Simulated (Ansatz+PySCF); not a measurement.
The numbers below are computed, except where a source is named.
Input for PySCF 2.14.0:

```python
from pyscf import gto, scf

mol = gto.M(atom="""
C 0.000000 0.000000 0.000000
H 1.090340 0.000000 0.000000
H -0.545170 0.944270 0.000000
H -0.545170 -0.944270 0.000000
C 10.000000 0.000000 0.000000
H 11.090340 0.000000 0.000000
H 9.454830 0.944270 0.000000
H 9.454830 -0.944270 0.000000
""", basis='sto-3g', charge=0, spin=2)
mf = scf.ROHF(mol)
mf.init_guess = 'atom'
mf.kernel()
while True:  # follow internal instabilities
    mo, _, stable, _ = mf.stability(return_status=True)
    if stable: break
    mf.kernel(mf.make_rdm1(mo, mf.mo_occ))
print(mf.converged, mf.e_tot, mf.spin_square()[0])
```

The script is written out from the run's settings.

The run gave:

```
Converged                       : yes
Total energy                    : -78.14332 hartree
Spin squared of the determinant : 2.000
```
